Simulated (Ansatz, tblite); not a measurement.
Removing and adding an electron: BH2Et (C2H7B). Total charge 0; singlet. Geometry: PBE-D4/def2-TZVP. Ansatz, gas phase; energy differences of separate SCF runs; the oxidised species was run as a doublet alone; the reduced species was run as a doublet alone.

```xyz
10

B    -1.220   -0.630    0.165
H    -1.682   -0.578    1.277
H    -1.974   -0.553   -0.772
C     0.320   -0.647   -0.053
C     0.684    0.868   -0.086
H     0.632   -1.102   -1.006
H     0.883   -1.123    0.764
H     1.765    0.996   -0.244
H     0.166    1.397   -0.901
H     0.426    1.371    0.857
```

The xTB rows come from tblite. Correlated methods freeze 3 core orbitals. In CCSD on the charge -1 doublet the largest single amplitude is 0.21, so its Hartree–Fock determinant may place the open shell otherwise than the density functionals do.

Problem. Estimate orbital energies and vertical ionisation energies and electron affinities at: GFN1-xTB; GFN2-xTB; HF/def2-TZVPD; PBE-D4/def2-TZVPD; r2SCAN-D4/def2-TZVP; r2SCAN-D4/def2-TZVPD; PBE0-D4/def2-TZVP; PBE0-D4/def2-TZVPD; MP2/def2-TZVPD; CCSD/def2-TZVPD; CCSD(T)/def2-TZVPD.

Solution. 
```csv
level,−HOMO (eV),vertical IE (eV),−LUMO (eV),vertical EA (eV),HOMO–LUMO gap (eV),IE − EA (eV),remarks
GFN1-xTB,12.23,15.57,7.49,3.68,4.74,11.89,–
GFN2-xTB,11.11,14.31,6.82,2.22,4.28,12.10,–
HF/def2-TZVPD,–,–,–,-1.42,–,–,HOMO above zero (-1 doublet)
PBE-D4/def2-TZVPD,7.42,–,2.28,-0.25,5.14,–,HOMO above zero (-1 doublet)
r2SCAN-D4/def2-TZVP,7.69,10.95,1.83,–,5.87,–,–
r2SCAN-D4/def2-TZVPD,7.69,–,1.83,-0.35,5.86,–,HOMO above zero (-1 doublet)
PBE0-D4/def2-TZVP,8.78,11.12,1.23,–,7.55,–,–
PBE0-D4/def2-TZVPD,8.79,–,1.26,-0.41,7.53,–,HOMO above zero (-1 doublet)
MP2/def2-TZVPD,–,–,–,-0.70,–,–,HOMO above zero (-1 doublet)
CCSD/def2-TZVPD,–,–,–,-0.71,–,–,HOMO above zero (-1 doublet)
CCSD(T)/def2-TZVPD,–,–,–,-0.64,–,–,HOMO above zero (-1 doublet)
```

Run but left out: PBE-D4/def2-TZVP (charge +1 doublet: an occupied level 0.14 eV above an empty one).   A HOMO above zero means that the electron is unbound at that level or that self-interaction error raises the level; the energy of removing that electron tells which. Raw xTB energy differences between charge states are shifted by several eV; the methods need an empirical correction for them. A negative affinity means that the extra electron isn't bound; its size then hangs on the basis.
